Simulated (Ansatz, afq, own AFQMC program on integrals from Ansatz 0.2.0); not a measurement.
Two steps: Ansatz 0.2.0 writes the Fock matrix and Cholesky factors of the valence space, and afq projects on them the lowest state that overlaps trial and start.

```yaml
crystal:
  periodic: [false, false, false]
  atoms:
    - {symbol: C, position_ang: [0.000000, -0.144461, 0.053205]}
    - {symbol: H, position_ang: [0.000000, 1.162674, -1.549300]}
    - {symbol: H, position_ang: [0.000000, 0.558733, 0.915298]}
basis:
  gaussian: {orbitals: cc-pVDZ}
magnetization: {spin_polarized: false}
correlation: {method: ccsd_t, electrons: outside_noble_gas, hamiltonian_folder: ham}
```

```sh
$ ansatz run in.yaml --threads 1 --pin off --events-out ev --progress --plain --max-ram 15360MiB --backend cuda --devices 0, --max-vram 18GiB
```

Options of the walk:

```
--method phaseless --trial cisd --walkers 4000 --populations 20 --least-time 60 --time-step 0.005 --steps-per-block 50 --equilibration-blocks 40 --max-blocks 4000 --target-error 0.00029 --factor-cut 1e-05 --seed 3590 --release-times 0.24,0.51,0.99,1.62,2.4 --release-step 0.03 --release-every 3 --taylor-order 6
```

Times are imaginary, in 1/Eh. The walk had a cap of 122 s. With eight or more populations the least sampling time is a fifth of least-time, and the error comes from their spread.

```
orbitals 23  electrons 3 3  factors 152 of 219
reference energy -38.73716472 Eh
CCSD correlation -0.17142612 Eh in 12 cycles, weight of the determinant in the CISD state 0.8294
energy of the start -38.908612 Eh
 block  time / (1/Eh)  mean weight  energy / Eh
     1     0.250  1.0000  -38.907372
     2     0.500  1.0000  -38.908275
     3     0.750  0.9999  -38.909527
     4     1.000  1.0000  -38.910564
     5     1.250  0.9999  -38.910944
    10     2.500  1.0000  -38.913500
    19     4.750  0.9995  -38.914438
    29     7.250  1.0001  -38.914366
    39     9.750  1.0000  -38.915084
    49    12.250  1.0000  -38.914760
    59    14.750  1.0000  -38.915324
    69    17.250  1.0000  -38.914702
    77    19.250  0.9999  -38.921817
    79    19.750  1.0002  -38.915505
    89    22.250  0.9998  -38.913940
error from the spread of 20 populations
released: time / (1/Eh)  energy / Eh  error  mean overlap
  0.24  -38.915576  0.000169  1.0004
  0.51  -38.915884  0.000169  0.9991
  0.99  -38.915830  0.000162  0.9995
  1.62  -38.916116  0.000116  1.0012
  2.40  -38.916466  0.000107  0.9926
energy -38.915324 +/- 0.000234 Eh
(rows thinned)
```

(1) Estimate how long the walk took on 1 × NVIDIA H100 80GB HBM3 with 2 threads of AMD EPYC 7R13 Processor (Zen 3), on a shared host (the card was shared).

The run passed its tests (sampling time, drift between the halves within three errors, error under three times the target), which doesn't prove that it has relaxed.

Against this walk (error 6.4 meV) on the same determinant: CCSD(T) 7.2 meV lower (within the noise), CCSDT(Q) 38.4 meV lower, CCSDTQ 38.9 meV lower, full CI 39.2 meV lower. The error is statistical and leaves out the bias of the constraint. The released energies are still falling (meV from the phaseless value at times in 1/Eh: -7 ± 5 at 0.24, -15 ± 5 at 0.51, -14 ± 4 at 0.99, -22 ± 3 at 1.62, -31 ± 3 at 2.40), so they give no level; they do show a bias of the constraint, and the last of them that isn't too noisy lies 8 meV above full CI. Full CI is exact here, so the walk's 39 meV above it is the walk's own error: the bias of the constraint with this trial.

Cautions: constraint bias not in the error; restricted determinant unstable towards unrestricted (UHF 1.30 eV lower, ⟨S²⟩ 1.20); strong correlation (T1 0.035, weight of the determinant 0.83, largest double 0.32).

Answers

(1) 17 s of wall time.

CCSDT and higher add their correlation energy to the determinant of the CCSD(T) run, since their own runs factorise the integrals more tightly (a shift of under 2 meV). A walk keeps the symmetry of its determinant, which the program's search chose and which needn't be the lowest solution, so a lower state of the same spin and another symmetry isn't excluded.
